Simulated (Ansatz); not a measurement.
HF, singlet in cc-pVTZ: errors against RCCSDT(Q)

Geometry: a PBE0/def2-TZVP stationary point for this spin.

```xyz
2

F     0.0000    0.0000    0.0000
H     0.0000    0.0000    0.9200
```

Basis cc-pVTZ; Ansatz 0.2.0. Only valence electrons are correlated (noble-gas cores frozen), which leaves 8 electrons in 43 orbitals. Prefix R: restricted or restricted open-shell reference. Active spaces: valence = (8e, 5o) chosen from the atoms' valence shells.

Full CI isn't at hand for all of this; RCCSDT(Q) serves as the reference, and is uncertain by about the last step of the cluster series.

```
UHF ⟨S²⟩                          : 0.000
T1 diagnostic (RCCSD)             : 0.0067
largest doubles amplitude (RCCSD) : 0.040
```

| level | E − E(RCCSDT(Q)) (kJ/mol) | share of correlation (%) | wall time |
| --- | --- | --- | --- |
| RHF | 737.1 | 0.00 | – |
| RMP2 | 23.2 | 96.85 | – |
| CISD | 41.2 | 94.41 | 2.2 s |
| RCCSD | 17.5 | 97.63 | – |
| RCCSD(T) | 0.7 | 99.90 | 1.9 s |
| BCCD(T) | 0.7 | 99.91 | 1.1 s |
| RCCSDT | 0.6 | 99.91 | – |
| CASSCF (valence space) | 673.0 | 8.71 | – |
| NEVPT2 (valence space) | 75.6 | 89.74 | 1.1 s |
| MRCISD (valence space) | 33.2 | 95.49 | – |
| MRCISD+Q (valence space) | 7.2 | 99.02 | 2 s |

The correlation energy at RCCSDT(Q), counted from RHF, is -7.640 eV. That run took 15 s on 1 thread of AMD EPYC, shared host.

Times hold each run's SCF and search for its determinant on a shared host, so for small cases they say little of a method's own cost; they ran on 1 thread of AMD EPYC.

Natural occupations of CASSCF (valence space) about the gap: 2.000 2.000 2.000 1.980 0.021; effectively unpaired electrons, Σ n²(2−n)², 0.00.

Atomization energy (electronic, same basis, no zero-point term; atoms at the same level, unrestricted beside the R rows where the molecule is a closed shell, with restricted open-shell steps beyond CCSDT(Q)) at RCCSDT(Q): 572.9 kJ/mol. Errors of other levels:

```json
{"level": "RHF", "error (kJ/mol)": "-172.4"}
{"level": "RMP2", "error (kJ/mol)": "16.8"}
{"level": "CISD", "error (kJ/mol)": "-18.9"}
{"level": "RCCSD", "error (kJ/mol)": "-7.4"}
{"level": "RCCSD(T)", "error (kJ/mol)": "-0.1"}
{"level": "BCCD(T)", "error (kJ/mol)": "0.1"}
{"level": "RCCSDT", "error (kJ/mol)": "-0.5"}
{"level": "CASSCF (valence space)", "error (kJ/mol)": "-96.2"}
{"level": "NEVPT2 (valence space)", "error (kJ/mol)": "16.0"}
{"level": "MRCISD (valence space)", "error (kJ/mol)": "-10.2"}
{"level": "MRCISD+Q (valence space)", "error (kJ/mol)": "-3.5"}
```

This basis is far from its limit, so the value isn't to be set against a measured one. Truncated CI isn't size-consistent, which counts against it in atomization.
